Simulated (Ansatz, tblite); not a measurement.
**The cluster Te2Pb+: a ladder of methods and basis sets**

How do method and basis change the picture of the cluster Te2Pb+ (doublet)?

Program: Ansatz 0.2.0, Gaussian basis. Level of theory: as each input shows. These are calculated values, not measurements.

Levels to be run: GFN1-xTB, GFN2-xTB, PBE-D4/def2-TZVP, r2SCAN-D4/def2-TZVP, ωB97M-V/def2-TZVP, PBE-QIDH/def2-TZVP, r2SCAN0-D4/def2-TZVP, revPBE-D4/def2-TZVP, LC-ωPBE/def2-TZVP, PBE-D4/def2-SVP, PBE0-D4/def2-SVP, CCSD(T)/def2-SVP, MP2/def2-TZVP, RPA/def2-TZVP.

1 further run of the same task is left out (set aside as unsound or not needed). Runs told in other sessions of the task aren't counted.

### 1 The structure

The doublet was relaxed beforehand with PBE0-D4/def2-SVP. At that level it is the lowest of the isomers that a small search found.

3 atoms, charge 1, spin multiplicity 2.

Bond lengths: Pb1–Te2 2.921 Å, Pb1–Te3 2.921 Å, Te2–Te3 2.689 Å. Angles: Te2–Pb1–Te3 54.8°, Pb1–Te2–Te3 62.6°, Pb1–Te3–Te2 62.6°.

Pb, Te take a core potential in the def2 sets. No spin-orbit coupling is included. The ion is computed in the gas phase, without counter-ions or solvent.

PBE0-D4/def2-TZVP was run before; its log isn't repeated, and its numbers join the tables.

### 2 GFN1-xTB

Tight binding, by tblite at 300 K electronic temperature and without a spin-polarisation term:

```python
tblite.interface.Calculator('GFN1-xTB', numbers, positions, charge=1, uhf=1).singlepoint()
```

Energy -240.2329 eV; 0.002 s.

### 3 GFN2-xTB

Tight binding, by tblite at 300 K electronic temperature and without a spin-polarisation term:

```python
tblite.interface.Calculator('GFN2-xTB', numbers, positions, charge=1, uhf=1).singlepoint()
```

Energy -221.3432 eV; 0.002 s.

### 4 PBE-D4/def2-TZVP

start.molden holds the orbitals of an earlier run on this state, given as this run's starting guess.

Input file in.yaml:

```yaml
crystal:
  periodic: [false, false, false]
  atoms:
    - {symbol: Pb, position_ang: [-0.350680, -1.691950, 0.046644]}
    - {symbol: Te, position_ang: [1.249521, 0.602065, -0.793897]}
    - {symbol: Te, position_ang: [-0.898841, 1.089875, 0.747263]}
basis:
  gaussian: {orbitals: def2-TZVP, initial_orbitals: start.molden}
total_charge: 1
magnetization: {spin_polarized: true, initial_magnetization: 1}
hamiltonian: {xc: pbe, dispersion: d4}
scf: {omitted_lower_state_checks: [starts]}
output: {orbitals: {seedname: orbitals}}
```

Run with:

```
$ ansatz run in.yaml --threads 4 --pin off --events-out ev --progress --plain --max-ram 3916MiB
```

Further steps of the session: r2SCAN-D4/def2-TZVP; ωB97M-V/def2-TZVP; PBE-QIDH/def2-TZVP; r2SCAN0-D4/def2-TZVP; revPBE-D4/def2-TZVP; LC-ωPBE/def2-TZVP; PBE-D4/def2-SVP; PBE0-D4/def2-SVP; CCSD(T)/def2-SVP; MP2/def2-TZVP; RPA/def2-TZVP.

Before running them: what should the planned runs give, taken together? Wanted: gap in def2-TZVP, named functionals, smallest and largest; correlation energy, CCSD(T)/def2-SVP; correlation energy, MP2/def2-TZVP; ⟨S²⟩ in def2-TZVP, named functionals, smallest and largest; PBE0 total energy, smallest basis above largest.

As calculated:

| quantity | value |
| --- | --- |
| gap in def2-TZVP, named functionals, smallest and largest | 0.80 eV (PBE-D4), 6.99 eV (LC-ωPBE) |
| correlation energy, CCSD(T)/def2-SVP | -9.14 eV |
| correlation energy, MP2/def2-TZVP | -34.94 eV |
| ⟨S²⟩ in def2-TZVP, named functionals, smallest and largest | 0.758, 0.784 |
| PBE0 total energy, smallest basis above largest | 0.77 eV (def2-SVP, def2-TZVP) |

In words: Over the named functionals in def2-TZVP the gap runs from 0.80 eV (PBE-D4) to 6.99 eV (LC-ωPBE); exact exchange widens it. Over the named functionals in def2-TZVP spin contamination reaches 0.03 (LC-ωPBE), which is small.
